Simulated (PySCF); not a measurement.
# C₃H₃F: geometry, NMR shifts, spin-spin couplings, electronic excitations and core binding energies

What NMR shifts, spin-spin couplings, electronic excitations and core binding energies should C₃H₃F (`FC1C=C1`) show?

The runs use PySCF 2.14.0, with density-fitted response routines of our own; the level of theory stands in each step. All values are computed, except where a source is named. Atoms are numbered from 0 throughout.

## Step 1: The starting structure

7 atoms, charge 0, multiplicity 1; geometry from: GFN2-xTB.

Bonds of the start (Å): F0–C1 1.38, C1–C2 1.48, C2–C3 1.31, C3–C1 1.48, C1–H4 1.08, C2–H5 1.06, C3–H6 1.06.

## Step 2: Optimising the geometry at PBE0-D3(BJ)/def2-SVP

The job: settings as JSON, then the geometry in Å.

```
{"job": {"xc": "PBE0", "basis": "def2-SVP", "d3": "d3bj", "grid": 1, "kind": "geom"}, "charge": 0, "multiplicity": 1}
F     -1.439556    -0.136593     1.098319
C     -0.689076    -0.136292    -0.065580
C      0.735205    -0.528031     0.017362
C      0.495582     0.747110    -0.137681
H     -1.348029    -0.361197    -0.895864
H      1.414350    -1.330799     0.164224
H      0.834859     1.750706    -0.207858
```

**Question.** This job is followed by: GIAO PBE0/pcSseg-1 NMR shielding, non-relativistic, gas phase; B3LYP/pcJ-1 indirect spin-spin coupling, non-relativistic, gas phase; TDDFT CAM-B3LYP/def2-SVPD, vertical, gas phase, core orbitals frozen in the response; GIAO wB97X-D/pcSseg-2 NMR shielding, non-relativistic, gas phase; delta-SCF UKS SCAN, pcX-2 on the ionised atom, pcseg-1 elsewhere, spin-free X2C. What will the session give for the following? point group; rotational constants (main isotopes); 13C shifts against TMS (PBE0/pcSseg-1, means over atoms taken as alike); 1H shifts against TMS (PBE0/pcSseg-1, means over atoms taken as alike); 19F shifts against CFCl3 (PBE0/pcSseg-1); largest coupling of the table (B3LYP/pcJ-1); lowest singlet (CAM-B3LYP/def2-SVPD); brightest single state of those computed; lowest triplet; vertical ionisation energy (ΔSCF); C1s binding energies, SCAN/pcX-2; F1s binding energies, SCAN/pcX-2; range of the shift of F0.

**Answer**, as computed:

| quantity | value |
| --- | --- |
| point group | Cs |
| rotational constants (main isotopes) | 22.92, 7.16, 6.37 GHz |
| 13C shifts against TMS (PBE0/pcSseg-1, means over atoms taken as alike) | 131.6, 63.0 ppm |
| 1H shifts against TMS (PBE0/pcSseg-1, means over atoms taken as alike) | 7.87, 4.83 ppm |
| 19F shifts against CFCl3 (PBE0/pcSseg-1) | -166.9 ppm |
| largest coupling of the table (B3LYP/pcJ-1) | 1J(F,C) F0–C1, -311.5 Hz |
| lowest singlet (CAM-B3LYP/def2-SVPD) | 6.28 eV (197 nm), f = 0.001 |
| brightest single state of those computed | state 8, 8.97 eV, f = 0.072 |
| lowest triplet | 4.71 eV |
| vertical ionisation energy (ΔSCF) | 11.09 eV |
| C1s binding energies, SCAN/pcX-2 | C1 293.49, C2 291.51 eV |
| F1s binding energies, SCAN/pcX-2 | F0 692.03 eV |
| range of the shift of F0 | -166.9 to -160.9 ppm |

What this shows: The optimisation took 8 steps and gained 0.041 eV; among the close pairs (by a distance rule), C3–H6 changed most, from 1.062 to 1.088 Å. The most deshielded carbon is C2, C3 (mean) (alkene CH), at 131.6 ppm: an sp2 carbon of a C=C bond. H5, H6 (mean) (hydrogen on an alkene CH) lies farthest downfield among hydrogen, at 7.87 ppm; olefinic region. At PBE0/pcSseg-1: The widest tensor belongs to C2, C3: span 271 ppm, with a paramagnetic part of -203 ppm. In the run at B3LYP/pcJ-1, the largest coupling of the table is F0–C1, -311.5 Hz, of which the Fermi-contact term gives -338.6 Hz. The first singlet state (HOMO−1→LUMO 0.98) lies at 6.28 eV and is dark; of the 10 states computed, the strongest absorption comes from state 8 at 8.97 eV. The lowest triplet lies 1.58 eV below the lowest singlet (triplets in Tamm-Dancoff, singlets in full TDDFT). The orbital energy would give 9.89 eV for ionisation, ΔSCF gives 11.09 eV. The C1s levels kept as sound span 1.98 eV, from C2 (alkene CH) up to C1 (three-membered-ring carbon bearing a halogen). In ppm, F0 moves most: its shift spreads over 6.0 ppm, from -166.9 (PBE0/pcSseg-1) to -160.9 (wB97X-D/pcSseg-2).
